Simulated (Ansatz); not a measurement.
For 1T (CdI2-type) PtS2, PBEsol-D3(BJ) (plane waves, PAW; Ansatz, a program for electronic structure) gives:

* **equilibrium lattice constant a**: 3.560 Å
* **c axis length**: 4.386 Å

Q: What does LC-ωPBE (plane waves, PAW; Ansatz) give for the same quantities?

A: 
- lattice constant a: 3.483 Å (decreases by 2.2 %)
- lattice parameter c: 6.314 Å (rises by 44 %)

For comparison: lattice constant a 3.542 Å (measured, temperature not stated, no zero-point or thermal correction; as tabulated in Björkman (2014), arXiv:1406.2436); lattice parameter c 5.036 Å (measured, temperature not stated, zero-point anharmonic expansion removed (computed with revB86b-DF2); no thermal correction; as tabulated in Björkman (2014), arXiv:1406.2436).

Changes are worked out from the printed values.

Unless a cell is named, each level is at its own relaxed cell (PBEsol-D3(BJ) 16.04, LC-ωPBE 22.11 Å³/atom).

Levels without +SOC leave out spin–orbit coupling, which shifts energies and cells of such heavy elements.

Caveats: the cell comes from a level without a dispersion term, which matters for the spacing of layers, chains or molecules (LC-ωPBE). Ansatz's density-functional and Hartree–Fock values are scalar-relativistic unless marked +SOC, with PAW data made under PBE.
